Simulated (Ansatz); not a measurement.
Aluminium trichloride (monomer) (`[Cl][Al]([Cl])[Cl]`), relaxed with RKS PBE-D4/def2-SVP in Ansatz 0.2.0 from a rough embedded geometry. The force threshold is 0.03 eV/Å; the program also tests the step.

The species carries charge 0 and has multiplicity 1.

Start:

```xyz
4

Cl   -1.269   -0.132    1.804
Al    0.001    0.021    0.019
Cl   -0.760   -0.764   -1.873
Cl    2.028    0.875    0.050
```

**Question.** By how much does the energy fall, and how many steps does the optimiser take? (Best estimate.)

**Answer.** Computed: 5.72 kcal/mol, in 3 steps.

**Question.** Which bonds change most? (Best estimate.)

**Answer.** Ansatz gave: Al2–Cl4 from 2.200 to 2.092 Å; Cl1–Al2 from 2.196 to 2.092 Å; Al2–Cl3 from 2.185 to 2.092 Å.

**Question.** Give the relaxed structure. (An estimate is asked.)

**Answer.** Ansatz gave: 
```xyz
4

Cl   -1.176   -0.104    1.728
Al    0.000    0.000    0.000
Cl   -0.739   -0.736   -1.814
Cl    1.915    0.840    0.086
```
